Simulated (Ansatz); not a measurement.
Write a Python script for the Ansatz DFT code, driven from Python that makes a rigid scan of one bond length of C2H6Si, SMILES C[Si]C. Use (for the species named): B3LYP, def2-SVP basis, multiplicity 1.

```xyz
9

C    -0.5227    1.1100   -0.8256
Si    0.7115   -0.1678   -0.7548
C     0.5676   -1.1755    0.7705
H    -1.5047    0.7392   -0.8171
H    -0.4772    1.7312   -1.7763
H    -0.4834    1.8639    0.0036
H    -0.3440   -1.6740    0.8628
H     1.4126   -1.9336    0.8002
H     0.7288   -0.5397    1.7194
```

Script `c2h6si_scan.py`:
```python
import ansatz as az
from ase import Atoms
import numpy as np

params = {
    "basis": "def2-SVP",
    "functional": "b3lyp",
}


def main() -> None:
    atoms = Atoms(["C", "Si", "C", "H", "H", "H", "H", "H", "H"], positions=[
        (-0.5227, 1.11, -0.8256),
        (0.7115, -0.1678, -0.7548),
        (0.5676, -1.1755, 0.7705),
        (-1.5047, 0.7392, -0.8171),
        (-0.4772, 1.7312, -1.7763),
        (-0.4834, 1.8639, 0.0036),
        (-0.344, -1.674, 0.8628),
        (1.4126, -1.9336, 0.8002),
        (0.7288, -0.5397, 1.7194),
    ])
    system = az.Crystal.molecule_from_ase(atoms)

    symbols = [site.symbol for site in system.cartesian_sites]
    start = np.array([site.position_ang for site in system.cartesian_sites])
    axis = (start[5] - start[0]) / np.linalg.norm(start[5] - start[0])
    moving = [5]
    lengths, energies = [0.95, 1.03, 1.12, 1.23, 1.4, 1.68, 2.02, 2.47], []
    for length in lengths:
        xyz = start.copy()
        xyz[moving] += (length - np.linalg.norm(start[5] - start[0])) * axis
        point = az.Crystal.molecule()
        for symbol, place in zip(symbols, xyz):
            point = point.atom(symbol, place.tolist())
        base = (
            point.calculation()
            .basis(gaussian=params["basis"])
            .functional(params["functional"])
            .accuracy("medium")
        )
        data = base.run(threads=1, backend="cpu").report
        energies.append(data["free_energy_ev"])
        print(f"r = {length:6.3f} A  E = {energies[-1]:.5f} eV  <S^2> = {abs(data['mean_field']['state']['spin_squared']):.3f}")

    print("energy above the lowest point (eV):", [round(e - min(energies), 3) for e in energies])


if __name__ == "__main__":
    main()
```

`python c2h6si_scan.py` gives:
```text
r =  0.950 A  E = -10043.57470 eV  <S^2> = 0.000
r =  1.030 A  E = -10044.01172 eV  <S^2> = 0.000
r =  1.120 A  E = -10044.12756 eV  <S^2> = 0.000
r =  1.230 A  E = -10043.95106 eV  <S^2> = 0.000
r =  1.400 A  E = -10043.35420 eV  <S^2> = 0.000
r =  1.680 A  E = -10042.18426 eV  <S^2> = 0.000
r =  2.020 A  E = -10040.98683 eV  <S^2> = 0.000
r =  2.470 A  E = -10039.92611 eV  <S^2> = 0.000
energy above the lowest point (eV): [0.553, 0.116, 0.0, 0.176, 0.773, 1.943, 3.141, 4.201]
```

Notes:
- The settings weren't tested for convergence.
- The rest of the molecule is held rigid at a force-field or estimated start geometry, and the basis set is modest; single-reference methods fail as a bond breaks.
- b3lyp holds the VWN-RPA fit, as in Gaussian; the form of ORCA and Turbomole is b3lyp5.
- The orbitals are restricted, so S² is zero by construction.
- Toward dissociation an unrestricted state can lie under the restricted one, by tenths of an eV for polar bonds under a functional and by 1 to 2 eV or more for others.
- Timing: 13 s on 1 thread of Arm Neoverse V1, on a shared host, peak memory 0.2 GiB.
